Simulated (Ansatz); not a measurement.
# triplet CH7AlSi: levels of theory compared

Aim: a comparison of 6 runs (UHF/STO-3G, U-wB97M-V/cc-pVDZ, U-wB97X/cc-pVDZ, UB3LYP/cc-pVDZ, UBHLYP/cc-pVDZ, UBCCD(T)/cc-pVDZ) of triplet CH7AlSi. 

The results are computed with Ansatz 0.2.0.

68 further runs of the same task are left out: 68 set aside as unsound or not needed.

**1. The structure to begin with**

CH7AlSi has 10 atoms, charge 0, and is taken as a triplet. As SMILES of the parent species, `[CH3][AlH][SiH3]`. The coordinates come from a PBE0-D4/def2-TZVP relaxation. That shape belongs to the parent species and isn't relaxed for this state.

Bond lengths: C1–Al2 1.953 Å, Al2–Si3 2.461 Å, C1–H4 1.096 Å, C1–H5 1.092 Å, C1–H6 1.096 Å, Al2–H7 1.593 Å, Si3–H8 1.494 Å, Si3–H9 1.494 Å, Si3–H10 1.490 Å. Some angles: C1–Al2–Si3 120.6°, C1–Al2–H7 118.9°, Si3–Al2–H7 120.4°, Al2–C1–H4 110.5°, Al2–C1–H5 113.7°, Al2–C1–H6 110.2°, Al2–Si3–H8 110.9°, Al2–Si3–H9 110.7°, Al2–Si3–H10 114.1°, H4–C1–H5 108.0°.

**2. The energy at UHF/STO-3G (run 1)**

Contents of job.yaml:

```yaml
basis:
  gaussian:
    orbitals: STO-3G
crystal:
  periodic: [false, false, false]
  atoms:
    - {symbol: C, position_ang: [-1.428400, 0.967200, -0.792400]}
    - {symbol: Al, position_ang: [0.409100, 0.309500, -0.720900]}
    - {symbol: Si, position_ang: [1.161700, -1.107300, 1.145400]}
    - {symbol: H, position_ang: [-1.909200, 0.659300, -1.727500]}
    - {symbol: H, position_ang: [-2.050600, 0.624100, 0.036600]}
    - {symbol: H, position_ang: [-1.438000, 2.063000, -0.790400]}
    - {symbol: H, position_ang: [1.416900, 0.709200, -1.887700]}
    - {symbol: H, position_ang: [0.334900, -2.347600, 1.241000]}
    - {symbol: H, position_ang: [1.000200, -0.395000, 2.448500]}
    - {symbol: H, position_ang: [2.586600, -1.533600, 1.050400]}
magnetization:
  spin_polarized: true
  initial_magnetization: 2
hamiltonian:
  xc: hf
accuracy: high
output:
  orbitals: {seedname: orbitals}
```

The run is started by

```
ansatz run job.yaml --threads 1 --pin off --max-ram 3480MiB --events-out events.jsonl --progress --plain --runs-dir runs
```

Standard output:

```text
Warning: RAYON_NUM_THREADS=1 ignored (pool sized by the plan → 1); use --threads N
Functional definition: HF
  name "HF"
  exchange = exact_x
  correlation = 0
571 factors; integrals over basis functions are off by at most 2.8e-9 eV
mean field evaluation 1: about -15394.4040 eV, gradient 1.1e1 eV
mean field evaluation 2: about -15394.4931 eV, gradient 1.1e1 eV
mean field evaluation 4: about -15396.2116 eV, gradient 2.0e0 eV
mean field evaluation 8: about -15396.4059 eV, gradient 1.6e-1 eV
mean field evaluation 16: about -15397.3372 eV, gradient 6.1e-3 eV
mean field evaluation 32: about -15397.3228 eV, gradient 1.9e-1 eV
mean field evaluation 64: about -15396.4936 eV, gradient 3.4e0 eV
mean field evaluation 96: about -15396.2170 eV, gradient 1.8e-1 eV
mean field evaluation 128: about -15396.3992 eV, gradient 3.0e-2 eV
mean field -15397.33036410 eV, -565.8414541953 hartree, gradient 2.2e-8 eV, S^2 2.007891; 3 other end points of the search recorded, 0 dependent functions left out
reference -15397.33036410 eV, -565.8414541953 hartree; 21, 19 occupied and 9, 11 virtual orbitals, 571 factors
Total energy: -15397.33036410 eV, -565.8414541953 hartree
```

Run time: 0.85 s. Hardware: 1 thread of Arm Neoverse V1, shared host.

**3. The energy at U-wB97M-V/cc-pVDZ (run 2)**

job.yaml, as its differences from that of step 2:

```diff
@@ -1,4 +1 @@
-basis:
-  gaussian:
-    orbitals: STO-3G
 crystal:
@@ -16,2 +13,5 @@
     - {symbol: H, position_ang: [2.586600, -1.533600, 1.050400]}
+basis:
+  gaussian:
+    orbitals: cc-pVDZ
 magnetization:
@@ -20,5 +20,4 @@
 hamiltonian:
-  xc: hf
+  xc: {name: wB97M-V}
 accuracy: high
-output:
-  orbitals: {seedname: orbitals}
+output: {orbitals: {seedname: orbitals}}
```

The run is started by

```
ansatz run job.yaml --threads 1 --pin off --max-ram 3480MiB --events-out events.jsonl --progress --plain --runs-dir runs
```

Standard output (excerpt; [...] marks lines left out):

```text
Warning: RAYON_NUM_THREADS=1 ignored (pool sized by the plan → 1); use --threads N
Functional definition: wB97M-V
  name "wB97M-V"
[...]
  gx(w, u) = 1 - cx + cx01*u + cx10*w
  gss(w, u) = css00 + css04*u^4 + css10*w + css20*w^2 + css43*w^4*u^3
  gos(w, u) = cos00 + cos10*w + (cos20 + cos21*u)*w^2 + (cos60 + cos61*u)*w^6
[...]
      + integral(e_c_pw_mod_opposite_spin*gos(b97_w_opposite, b97_u_opposite)) + vv10(b, c)
2025 factors; integrals over basis functions are off by at most 3.9e-9 eV
443 factors; integrals over basis functions are off by at most 2.4e-9 eV
[...]
mean field -15618.74697149 eV, -573.9783644352 hartree, gradient 9.5e-8 eV, S^2 2.001436; 2 other end points of the search recorded, 0 dependent functions left out
reference -15618.74697687 eV, -573.9783646331 hartree; 21, 19 occupied and 64, 66 virtual orbitals, 2025 factors
Total energy: -15618.74697687 eV, -573.9783646331 hartree
```

Run time: 2.8 min. Hardware: 1 thread of Arm Neoverse V1, shared host; peak memory 1.1 GiB.

Runs 3 to 4 aren't shown in full; the table further down has their settings and results.

**4. The energy at UBHLYP/cc-pVDZ (run 5)**

Contents of molecule.yaml:

```yaml
crystal:
  periodic: [false, false, false]
  atoms:
    - {symbol: C, position_ang: [-1.428400, 0.967200, -0.792400]}
    - {symbol: Al, position_ang: [0.409100, 0.309500, -0.720900]}
    - {symbol: Si, position_ang: [1.161700, -1.107300, 1.145400]}
    - {symbol: H, position_ang: [-1.909200, 0.659300, -1.727500]}
    - {symbol: H, position_ang: [-2.050600, 0.624100, 0.036600]}
    - {symbol: H, position_ang: [-1.438000, 2.063000, -0.790400]}
    - {symbol: H, position_ang: [1.416900, 0.709200, -1.887700]}
    - {symbol: H, position_ang: [0.334900, -2.347600, 1.241000]}
    - {symbol: H, position_ang: [1.000200, -0.395000, 2.448500]}
    - {symbol: H, position_ang: [2.586600, -1.533600, 1.050400]}
basis:
  gaussian: {orbitals: cc-pVDZ}
magnetization: {spin_polarized: true, initial_magnetization: 2}
hamiltonian: {xc: {name: BHLYP}}
accuracy: high
output: {orbitals: {seedname: orbitals}}
```

The run is started by

```
ansatz run molecule.yaml --threads 1 --pin off --max-ram 3480MiB --events-out events.jsonl --progress --plain --runs-dir runs
```

Standard output:

```text
Warning: RAYON_NUM_THREADS=1 ignored (pool sized by the plan → 1); use --threads N
Functional definition: BHLYP
  name "BHLYP"
  parameter a = 0.5
  exchange = (1 - a)*b88_x + a*exact_x
  correlation = lyp_c
2025 factors; integrals over basis functions are off by at most 3.9e-9 eV
mean field evaluation 1: about -15616.7739 eV, gradient 2.6e1 eV
mean field evaluation 2: about -15615.1962 eV, gradient 2.9e1 eV
mean field evaluation 4: about -15620.3951 eV, gradient 7.5e-1 eV
mean field evaluation 8: about -15620.4444 eV, gradient 7.0e-2 eV
mean field evaluation 16: about -15620.4446 eV, gradient 1.3e-3 eV
mean field evaluation 32: about -15620.4446 eV, gradient 1.6e-8 eV
mean field -15620.44460363 eV, -574.0407512659 hartree, gradient 1.6e-8 eV, S^2 2.003906; 2 other end points of the search recorded, 0 dependent functions left out
reference -15620.44463549 eV, -574.0407524366 hartree; 21, 19 occupied and 64, 66 virtual orbitals, 2025 factors
Total energy: -15620.44463549 eV, -574.0407524366 hartree
```

Wall time 19 s (1 thread of Arm Neoverse V1, shared host); peak memory 0.41 GiB.

**5. A single-point energy at UBCCD(T)/cc-pVDZ (run 6)**

job.yaml, as its differences from that of step 3:

```diff
@@ -1 +1,4 @@
+basis:
+  gaussian:
+    orbitals: cc-pVDZ
 crystal:
@@ -13,5 +16,2 @@
     - {symbol: H, position_ang: [2.586600, -1.533600, 1.050400]}
-basis:
-  gaussian:
-    orbitals: cc-pVDZ
 magnetization:
@@ -19,5 +19,7 @@
   initial_magnetization: 2
-hamiltonian:
-  xc: {name: wB97M-V}
+correlation:
+  method: bccd_t
+  frozen_orbitals: {Al: 5, C: 1, H: 0, Si: 5}
 accuracy: high
-output: {orbitals: {seedname: orbitals}}
+scf:
+  omitted_lower_state_checks: [cluster_reference, increment]
```

The run is started by

```
ansatz run job.yaml --threads 1 --pin off --max-ram 3480MiB --events-out events.jsonl --progress --plain --runs-dir runs
```

Standard output:

```text
Warning: RAYON_NUM_THREADS=1 ignored (pool sized by the plan → 1); use --threads N
[... 13 lines left out ...]
11 core orbitals not correlated: weight in the atoms' cores, before any rotation towards them, 1.000 or more for the frozen orbitals, at most 0.000 for the correlated occupied ones
[... 33 lines left out ...]
Total energy: -15592.71461267 eV, -573.0216928941 hartree
Checks for a lower state left out: cluster_reference, increment
```

Wall time 56 s (1 thread of Arm Neoverse V1, shared host); peak memory 1.1 GiB.

**6. The series**

| run | level | frozen core orbitals | energy (Eh) | HOMO energy (eV) | ⟨S²⟩ | wall time |
| --- | --- | --- | --- | --- | --- | --- |
| 1 | UHF/STO-3G | – | -565.841454 | -0.45 | 2.008 | 0.85 s |
| 2 | U-wB97M-V/cc-pVDZ | – | -573.978365 | -5.23 | 2.001 | 2.8 min |
| 3 | U-wB97X/cc-pVDZ | – | -574.045321 | -5.63 | 2.003 | 71 s |
| 4 | UB3LYP/cc-pVDZ | – | -574.122904 | -3.54 | 2.002 | 18 s |
| 5 | UBHLYP/cc-pVDZ | – | -574.040752 | -4.35 | 2.004 | 19 s |
| 6 | UBCCD(T)/cc-pVDZ | 11 | -573.021693 | – | 2.007 | 56 s |

**7. Outcome**

```
                                           quantity          value
                                run 6: total energy  -573.02169 Eh
run 6: correlation energy (11 core orbitals frozen)     -379.1 mEh
                              run 6: (T) correction     -10.95 mEh
           run 6: ⟨S²⟩ of the reference determinant          2.007
```

**Reading.** Totals of different functionals can't be ranked against each other. In run 1 the basis is minimal, so the values are rough. All runs together took 5.5 min, the longest 2.8 min.
